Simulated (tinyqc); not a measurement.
Inside a calculation. Method: CISD on RHF in the sto-6g basis, frozen core, for OH-, spin multiplicity 1. The basis has no diffuse functions, so it cannot describe the extra electron: this is an exercise in the method, not the real anion. Computed by tinyqc, a small Python program that keeps every step (integrals from PySCF). Settings: charge = -1, multiplicity = 1, basis = sto-6g, method = RHF, frozen orbitals = 1, energy threshold = 1e-10, iteration cap = 78, orthogonalisation = symmetric, start = Wolfsberg-Helmholz matrix, DIIS depth = 6, ci = CISD, davidson = 1. Command: `OMP_NUM_THREADS=1 python tinyqc.py 31865 31866 out.jsonl` (the two numbers bound the seeds that draw the settings). One thread of a shared host (Intel(R) Xeon(R) Processor @ 2.60GHz), about 0.1 s of CPU time with the checks. The early iterations of the SCF are left out here.

## One-electron integrals

Geometry (angstrom):
```
atom       x       y       z
O     0.0000  0.0000  0.0000
H     0.0000  0.0000  1.3740
```

Basis sto-6g: exponents (1/bohr^2) and contraction coefficients of normalised primitives:
```
element  l (shell)   exponent  coefficient
O            s (1)  1355.5842       0.0092
O            s (1)   248.5449       0.0494
O            s (1)    69.5339       0.1685
O            s (1)    23.8868       0.3706
O            s (1)     9.2759       0.4165
O            s (1)     3.8203       0.1303
O            s (2)    52.1878      -0.0133
O            s (2)    10.3293      -0.0470
O            s (2)     3.2103      -0.0338
O            s (2)     1.2351       0.2502
O            s (2)     0.5364       0.5951
O            s (2)     0.2459       0.2407
O            p (3)    52.1878       0.0038
O            p (3)    10.3293       0.0377
O            p (3)     3.2103       0.1739
O            p (3)     1.2351       0.4180
O            p (3)     0.5364       0.4259
O            p (3)     0.2459       0.1017
H            s (1)    35.5232       0.0092
H            s (1)     6.5131       0.0494
H            s (1)     1.8221       0.1685
H            s (1)     0.6260       0.3706
H            s (1)     0.2431       0.4165
H            s (1)     0.1001       0.1303
```

Overlap, kinetic and nuclear-attraction integrals over the contracted functions; the nuclear repulsion is the sum of Za Zb / Rab.

nuclear repulsion = 3.081090 hartree

overlap S, order 1O 1s, 1O 2s, 1O 2px, 1O 2py, 1O 2pz, 2H 1s:
$$\begin{pmatrix}
1.0000 & 0.2311 & 0.0000 & 0.0000 & 0.0000 & 0.0212 \\
0.2311 & 1.0000 & 0.0000 & 0.0000 & 0.0000 & 0.2508 \\
0.0000 & 0.0000 & 1.0000 & 0.0000 & 0.0000 & 0.0000 \\
0.0000 & 0.0000 & 0.0000 & 1.0000 & 0.0000 & 0.0000 \\
0.0000 & 0.0000 & 0.0000 & 0.0000 & 1.0000 & 0.2385 \\
0.0212 & 0.2508 & 0.0000 & 0.0000 & 0.2385 & 1.0000
\end{pmatrix}$$

kinetic energy T (hartree), order 1O 1s, 1O 2s, 1O 2px, 1O 2py, 1O 2pz, 2H 1s:
$$\begin{pmatrix}
29.3272 & -0.8960 & 0.0000 & 0.0000 & 0.0000 & -0.0059 \\
-0.8960 & 0.8426 & 0.0000 & 0.0000 & 0.0000 & 0.0072 \\
0.0000 & 0.0000 & 2.5313 & 0.0000 & 0.0000 & 0.0000 \\
0.0000 & 0.0000 & 0.0000 & 2.5313 & 0.0000 & 0.0000 \\
0.0000 & 0.0000 & 0.0000 & 0.0000 & 2.5313 & 0.0678 \\
-0.0059 & 0.0072 & 0.0000 & 0.0000 & 0.0678 & 0.7685
\end{pmatrix}$$

nuclear attraction V (hartree), order 1O 1s, 1O 2s, 1O 2px, 1O 2py, 1O 2pz, 2H 1s:
$$\begin{pmatrix}
-61.6435 & -6.2403 & 0.0000 & 0.0000 & -0.0080 & -0.6520 \\
-6.2403 & -9.3851 & 0.0000 & 0.0000 & -0.0945 & -1.6685 \\
0.0000 & 0.0000 & -9.3682 & 0.0000 & 0.0000 & 0.0000 \\
0.0000 & 0.0000 & 0.0000 & -9.3682 & 0.0000 & 0.0000 \\
-0.0080 & -0.0945 & 0.0000 & 0.0000 & -9.4178 & -1.3963 \\
-0.6520 & -1.6685 & 0.0000 & 0.0000 & -1.3963 & -4.2999
\end{pmatrix}$$

core Hamiltonian H = T + V (hartree), order 1O 1s, 1O 2s, 1O 2px, 1O 2py, 1O 2pz, 2H 1s:
$$\begin{pmatrix}
-32.3163 & -7.1363 & 0.0000 & 0.0000 & -0.0080 & -0.6579 \\
-7.1363 & -8.5425 & 0.0000 & 0.0000 & -0.0945 & -1.6613 \\
0.0000 & 0.0000 & -6.8369 & 0.0000 & 0.0000 & 0.0000 \\
0.0000 & 0.0000 & 0.0000 & -6.8369 & 0.0000 & 0.0000 \\
-0.0080 & -0.0945 & 0.0000 & 0.0000 & -6.8865 & -1.3285 \\
-0.6579 & -1.6613 & 0.0000 & 0.0000 & -1.3285 & -3.5313
\end{pmatrix}$$

## Two-electron integrals

Functions are numbered as in S; the eight-fold symmetry (ij|kl) = (ji|kl) = (kl|ij) leaves the list below.

Two-electron integrals (ij|kl) in chemists' order, unique and non-zero (hartree):
```
(11|11) 4.7875   (21|11) 0.6759   (21|21) 0.1215   (22|11) 1.1174
(22|21) 0.2492   (22|22) 0.8174   (31|31) 0.0258   (32|31) 0.0391
(32|32) 0.1807   (33|11) 1.1174   (33|21) 0.2492   (33|22) 0.8174
(33|33) 0.8807   (41|41) 0.0258   (42|41) 0.0391   (42|42) 0.1807
(43|43) 0.0475   (44|11) 1.1174   (44|21) 0.2492   (44|22) 0.8174
(44|33) 0.7857   (44|44) 0.8807   (51|51) 0.0258   (52|51) 0.0391
(52|52) 0.1807   (53|53) 0.0475   (54|54) 0.0475   (55|11) 1.1174
(55|21) 0.2492   (55|22) 0.8174   (55|33) 0.7857   (55|44) 0.7857
(55|55) 0.8807   (61|11) 0.0657   (61|21) 0.0113   (61|22) 0.0228
(61|33) 0.0227   (61|44) 0.0227   (61|51) 0.0006   (61|52) 0.0011
(61|55) 0.0229   (61|61) 0.0011   (62|11) 0.1876   (62|21) 0.0426
(62|22) 0.1582   (62|33) 0.1554   (62|44) 0.1554   (62|51) 0.0034
(62|52) 0.0269   (62|55) 0.1637   (62|61) 0.0040   (62|62) 0.0412
(63|31) 0.0043   (63|32) 0.0257   (63|53) 0.0054   (63|63) 0.0053
(64|41) 0.0043   (64|42) 0.0257   (64|54) 0.0054   (64|64) 0.0053
(65|11) 0.1491   (65|21) 0.0343   (65|22) 0.1356   (65|33) 0.1299
(65|44) 0.1299   (65|51) 0.0066   (65|52) 0.0465   (65|55) 0.1470
(65|61) 0.0033   (65|62) 0.0428   (65|65) 0.0492   (66|11) 0.3824
(66|21) 0.0883   (66|22) 0.3773   (66|33) 0.3647   (66|44) 0.3647
(66|51) 0.0076   (66|52) 0.0846   (66|55) 0.4025   (66|61) 0.0083
(66|62) 0.1356   (66|65) 0.1600   (66|66) 0.7750
```

## Orthogonalisation

S = U s U^T; symmetric (Loewdin) form X = U s^(-1/2) U^T, so that X^T S X = 1.

eigenvalues of S: [0.6172, 0.8498, 1.0000, 1.0000, 1.1318, 1.4011]

X, order 1O 1s, 1O 2s, 1O 2px, 1O 2py, 1O 2pz, 2H 1s:
$$\begin{pmatrix}
1.0212 & -0.1227 & 0.0000 & 0.0000 & -0.0028 & 0.0130 \\
-0.1227 & 1.0480 & 0.0000 & 0.0000 & 0.0252 & -0.1386 \\
0.0000 & 0.0000 & 1.0000 & 0.0000 & 0.0000 & 0.0000 \\
0.0000 & 0.0000 & 0.0000 & 1.0000 & 0.0000 & 0.0000 \\
-0.0028 & 0.0252 & 0.0000 & 0.0000 & 1.0234 & -0.1292 \\
0.0130 & -0.1386 & 0.0000 & 0.0000 & -0.1292 & 1.0497
\end{pmatrix}$$

## Starting guess

The start is the generalised Wolfsberg-Helmholz matrix (K = 1.75) built on H; D = 2 C_occ C_occ^T.

D at the start, order 1O 1s, 1O 2s, 1O 2px, 1O 2py, 1O 2pz, 2H 1s:
$$\begin{pmatrix}
2.0976 & -0.4225 & 0.0000 & 0.0000 & 0.0492 & -0.1131 \\
-0.4225 & 1.8451 & 0.0000 & 0.0000 & -0.1924 & 0.3648 \\
0.0000 & 0.0000 & 2.0000 & 0.0000 & 0.0000 & 0.0000 \\
0.0000 & 0.0000 & 0.0000 & 2.0000 & 0.0000 & 0.0000 \\
0.0492 & -0.1924 & 0.0000 & 0.0000 & 1.8657 & 0.2135 \\
-0.1131 & 0.3648 & 0.0000 & 0.0000 & 0.2135 & 0.1069
\end{pmatrix}$$

## Iteration 7 (converged): orbitals

converged F (hartree), order 1O 1s, 1O 2s, 1O 2px, 1O 2py, 1O 2pz, 2H 1s:
$$\begin{pmatrix}
-19.8037 & -4.8076 & 0.0000 & 0.0000 & -0.0123 & -0.4455 \\
-4.8076 & -1.7280 & 0.0000 & 0.0000 & 0.0261 & -0.3595 \\
0.0000 & 0.0000 & 0.1536 & 0.0000 & 0.0000 & 0.0000 \\
0.0000 & 0.0000 & 0.0000 & 0.1536 & 0.0000 & 0.0000 \\
-0.0123 & 0.0261 & 0.0000 & 0.0000 & 0.5525 & -0.2350 \\
-0.4455 & -0.3595 & 0.0000 & 0.0000 & -0.2350 & 0.1189
\end{pmatrix}$$

Diagonalise F' = X^T F X, C = X C', fill 5 alpha and 5 beta electrons from the bottom; D = 2 C_occ C_occ^T. Each column has its largest component positive (the first on a tie).

F' = X^T F X (hartree):
$$\begin{pmatrix}
-19.4862 & -2.4631 & 0.0000 & 0.0000 & -0.0311 & -0.0294 \\
-2.4631 & -0.8648 & 0.0000 & 0.0000 & 0.0994 & -0.2421 \\
0.0000 & 0.0000 & 0.1536 & 0.0000 & 0.0000 & 0.0000 \\
0.0000 & 0.0000 & 0.0000 & 0.1536 & 0.0000 & 0.0000 \\
-0.0311 & 0.0994 & 0.0000 & 0.0000 & 0.6457 & -0.3601 \\
-0.0294 & -0.2421 & 0.0000 & 0.0000 & -0.3601 & 0.2782
\end{pmatrix}$$

orbital energies (hartree): MO1 -19.8067, MO2 -0.6076, MO3 0.0896, MO4 0.1536, MO5 0.1536, MO6 0.8976

coefficients C, order 1O 1s, 1O 2s, 1O 2px, 1O 2py, 1O 2pz, 2H 1s:
$$\begin{pmatrix}
0.9969 & -0.2424 & 0.0588 & 0.0000 & 0.0000 & -0.0458 \\
0.0131 & 0.9845 & -0.3177 & 0.0000 & 0.0000 & 0.2510 \\
0.0000 & 0.0000 & 0.0000 & 0.9124 & -0.4092 & 0.0000 \\
0.0000 & 0.0000 & 0.0000 & 0.4092 & 0.9124 & 0.0000 \\
0.0010 & -0.0143 & 0.4623 & 0.0000 & 0.0000 & 0.9224 \\
-0.0020 & 0.1345 & 0.7998 & 0.0000 & 0.0000 & -0.6930
\end{pmatrix}$$

D after iteration 7, order 1O 1s, 1O 2s, 1O 2px, 1O 2py, 1O 2pz, 2H 1s:
$$\begin{pmatrix}
2.1121 & -0.4884 & 0.0000 & 0.0000 & 0.0634 & 0.0250 \\
-0.4884 & 2.1406 & 0.0000 & 0.0000 & -0.3219 & -0.2435 \\
0.0000 & 0.0000 & 2.0000 & 0.0000 & 0.0000 & 0.0000 \\
0.0000 & 0.0000 & 0.0000 & 2.0000 & 0.0000 & 0.0000 \\
0.0634 & -0.3219 & 0.0000 & 0.0000 & 0.4279 & 0.7356 \\
0.0250 & -0.2435 & 0.0000 & 0.0000 & 0.7356 & 1.3154
\end{pmatrix}$$

Within a degenerate level the vectors are fixed only up to a rotation; this is one choice.

## Convergence

Stop when the energy changes by less than 1e-10 hartree and every element of the error matrix X^T (F D S - S D F) X is below 3e-06.

Course of the cycle:
```
iteration  E (hartree)     change  largest element of the error matrix
1           -74.044685          -                             6.19e-01
2           -74.744692  -7.00e-01                             9.60e-02
3           -74.750781  -6.09e-03                             1.17e-02
4           -74.750867  -8.63e-05                             2.81e-04
5           -74.750867  -6.77e-08                             3.37e-05
6           -74.750867  -1.27e-09                             1.68e-06
7           -74.750867  -1.80e-12                             1.55e-10
```

PySCF RHF in the same basis = -74.750867 hartree

Converged in 7 iterations.

## Populations, bond orders and dipole

Mulliken: Z minus the diagonal of D S on the atom; Loewdin: the same with S^(1/2) D S^(1/2); Mayer order: 2 sum_s sum (D(s) S)_ij (D(s) S)_ji over the two atoms.

Charges (e):
```
atom  Mulliken  Loewdin
1O     -0.5697  -0.5800
2H     -0.4303  -0.4200
```

Mayer bond orders:
```
pair   order
2-1   0.8148
```

dipole moment about the origin, x y z (debye): [0.0000, 0.0000, -2.2750]

## Integrals over molecular orbitals

(pq|rs) = sum C_ip C_jq C_kr C_ls (ij|kl), one index at a time.

one-electron integrals over orbitals h = C^T H C (hartree):
$$\begin{pmatrix}
-32.3038 & 0.6294 & -0.1499 & 0.0000 & 0.0000 & 0.1200 \\
0.6294 & -7.2264 & 0.6112 & 0.0000 & 0.0000 & -0.5842 \\
-0.1499 & 0.6112 & -4.6107 & 0.0000 & 0.0000 & -1.6066 \\
0.0000 & 0.0000 & 0.0000 & -6.8369 & 0.0000 & 0.0000 \\
0.0000 & 0.0000 & 0.0000 & 0.0000 & -6.8369 & 0.0000 \\
0.1200 & -0.5842 & -1.6066 & 0.0000 & 0.0000 & -5.8054
\end{pmatrix}$$

Two-electron integrals over orbitals (pq|rs), unique and non-zero (hartree); the lowest 1 orbital is frozen and left out:
```
(22|22) 0.7601    (32|22) -0.0717   (32|32) 0.0953    (33|22) 0.5161
(33|32) 0.0351    (33|33) 0.6107    (42|42) 0.1645    (43|42) -0.0328
(43|43) 0.0217    (44|22) 0.7848    (44|32) -0.0859   (44|33) 0.4974
(44|44) 0.8807    (52|52) 0.1645    (53|52) -0.0328   (53|53) 0.0217
(54|54) 0.0475    (55|22) 0.7848    (55|32) -0.0859   (55|33) 0.4974
(55|44) 0.7857    (55|55) 0.8807    (62|22) 0.0581    (62|32) 0.0634
(62|33) 0.0054    (62|44) 0.0639    (62|55) 0.0639    (62|62) 0.1167
(63|22) 0.1800    (63|32) -0.0909   (63|33) -0.0451   (63|44) 0.1899
(63|55) 0.1899    (63|62) 0.0098    (63|63) 0.1884    (64|42) 0.0244
(64|43) 0.0167    (64|64) 0.0380    (65|52) 0.0244    (65|53) 0.0167
(65|65) 0.0380    (66|22) 0.6793    (66|32) -0.0078   (66|33) 0.5816
(66|44) 0.6731    (66|55) 0.6731    (66|62) 0.0687    (66|63) 0.0956
(66|66) 0.7026
```

## CISD: determinants and Hamiltonian

one-electron integrals dressed by the frozen orbital, h + 2 (pq|11) - (p1|1q) (hartree), order 2, 3, 4, 5, 6:
$$\begin{pmatrix}
-5.1148 & 0.3145 & 0.0000 & 0.0000 & -0.3663 \\
0.3145 & -3.4044 & 0.0000 & 0.0000 & -0.9779 \\
0.0000 & 0.0000 & -4.6293 & 0.0000 & 0.0000 \\
0.0000 & 0.0000 & 0.0000 & -4.6293 & 0.0000 \\
-0.3663 & -0.9779 & 0.0000 & 0.0000 & -3.9355
\end{pmatrix}$$

energy of the frozen orbital, 2 h_11 + (11|11) = -59.843457 hartree

Hartree-Fock energy = -74.750867 hartree

Slater-Condon rules over spin orbitals, with the nuclear repulsion and the energy of the frozen orbital added and E(HF) subtracted on the diagonal. Only determinants linked to the reference directly or through others are kept (one block of an abelian symmetry group), so some states are absent.

Occupation strings over the orbitals (2 doubly, a alpha, b beta, 0 empty; spin orbitals ordered 1a 1b 2a 2b ...): 222220 22a22b 2a222b 22b22a 2b222a 222202 222022 220222 2ab222 2ba222 202222

H - E(HF) between determinants (hartree):
```
         222220   22a22b   2a222b   22b22a   2b222a   222202   222022   220222
222220   0.0000   0.0000   0.0000   0.0000   0.0000   0.0380   0.0380   0.1884
22a22b   0.0000   0.4148   0.0176  -0.1884  -0.0098  -0.0167  -0.0167   0.1407
2a222b   0.0000   0.0176   0.9426  -0.0098  -0.1167  -0.0244  -0.0244   0.0909
22b22a   0.0000  -0.1884  -0.0098   0.4148   0.0176   0.0167   0.0167  -0.1407
2b222a   0.0000  -0.0098  -0.1167   0.0176   0.9426   0.0244   0.0244  -0.0909
222202   0.0380  -0.0167  -0.0244   0.0167   0.0244   0.4549   0.0475   0.0217
222022   0.0380  -0.0167  -0.0244   0.0167   0.0244   0.0475   0.4549   0.0217
220222   0.1884   0.1407   0.0909  -0.1407  -0.0909   0.0217   0.0217   0.9796
2ab222  -0.0098  -0.0909   0.0844   0.0633  -0.0634   0.0328   0.0328  -0.0605
2ba222   0.0098   0.0633  -0.0634  -0.0909   0.0844  -0.0328  -0.0328   0.0605
202222   0.1167  -0.0634   0.0106   0.0634  -0.0106   0.1645   0.1645   0.0953

         2ab222   2ba222   202222
222220  -0.0098   0.0098   0.1167
22a22b  -0.0909   0.0633  -0.0634
2a222b   0.0844  -0.0634   0.0106
22b22a   0.0633  -0.0909   0.0634
2b222a  -0.0634   0.0844  -0.0106
222202   0.0328  -0.0328   0.1645
222022   0.0328  -0.0328   0.1645
220222  -0.0605   0.0605   0.0953
2ab222   1.3153  -0.0953   0.0463
2ba222  -0.0953   1.3153  -0.0463
202222   0.0463  -0.0463   1.9894
```

## CISD: roots

Diagonalise (each vector has its largest component positive (the first on a tie)); all determinants have Ms = 0, so triplets appear too. The lowest singlet root is the correlation energy.

lowest roots of this matrix, relative to E(HF) (hartree): [-0.0440, 0.2255, 0.4075, 0.4487, 0.5104, 0.8250, 0.8782, 1.2015]

lowest vectors, order 222220, 22a22b, 2a222b, 22b22a, 2b222a, 222202, 222022, 220222, 2ab222, 2ba222, 202222:
$$\begin{pmatrix}
0.9783 & 0.0000 & 0.0000 & 0.0039 \\
0.0348 & 0.7068 & 0.0000 & 0.2261 \\
0.0121 & -0.0099 & 0.0000 & 0.0778 \\
-0.0348 & 0.7068 & 0.0000 & -0.2261 \\
-0.0121 & -0.0099 & 0.0000 & -0.0778 \\
-0.0465 & 0.0000 & 0.7071 & 0.6471 \\
-0.0465 & 0.0000 & -0.7071 & 0.6471 \\
-0.1857 & 0.0000 & 0.0000 & -0.1874 \\
0.0047 & 0.0198 & 0.0000 & -0.0264 \\
-0.0047 & 0.0198 & 0.0000 & 0.0264 \\
-0.0381 & 0.0000 & 0.0000 & -0.1078
\end{pmatrix}$$

<S^2> of these roots: [0.0000, 2.0000, 0.0000, 0.0000, 0.0000, 2.0000, 0.0000, 0.0000]

weight of the ground state by excitation level 0, 1, 2, ...: [0.9570, 0.0027, 0.0403]

With one virtual orbital singles and doubles already span the full space.

## The lowest root by the Davidson method

Start from the reference; add the residual divided by (theta - H_ii), orthogonalised, at each step.

Davidson iterations:
```
iteration  subspace  lowest Ritz value (hartree)  residual norm
1                 1                            0       2.28e-01
2                 2                    -0.041376       4.18e-02
3                 3                    -0.043913       1.06e-02
4                 4                    -0.043999       1.55e-03
5                 5                    -0.044001       5.97e-05
6                 6                    -0.044001       1.06e-05
7                 7                    -0.044001       6.06e-17
```
